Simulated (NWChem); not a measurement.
## Total energies of disulfur (S2)

```
S
S 1 1.9039
```
Charge 0, spin multiplicity 3.

The numbers come from NWChem runs, not from measurements. All single points use one geometry, from UPBE0/def2-SVP, a minimum by its harmonic frequencies.

Basis set: STO-3G (18 functions).

```
method   total energy (Ha)
-------  -----------------
UHF             -786.31956
UMP2            -786.38037
UB2PLYP         -787.21548
UPBE            -787.16625
UB3LYP          -787.52626
Ur2SCAN         -787.50652
```

Total energies of different functionals aren't comparable as a measure of quality: only differences taken within one method are. 

The correlated methods keep 10 core orbitals frozen. B3LYP has NWChem's definition, with VWN1-RPA local correlation. The unpaired electrons of the parent sit in orbitals of symmetry b2g and b3g (D2h labels of the run); other states weren't searched. No SCF solution was tested for a lower state. Open-shell Hartree-Fock references start from PBE0 orbitals.
